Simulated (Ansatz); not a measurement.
fcc Pt

Calculation: PBEsol (Ansatz, a first-principles code, PAW).

Numerical settings: plane-wave cutoff 500 eV, 20×20×1 k mesh (along the axes of the cell as run), Fermi–Dirac smearing 0.1 eV, scalar-relativistic PAW data made under PBE.

Cell: relaxed at this level.

| Quantity | Value |
|---|---|
| surface energy of the (100) face | 2.27 J/m² |
| work function of the (100) face | 5.78 eV |

The slab of 8 atoms is relaxed and unreconstructed.

Spin–orbit coupling is not included.

Static lattice: no zero-point or thermal effects.
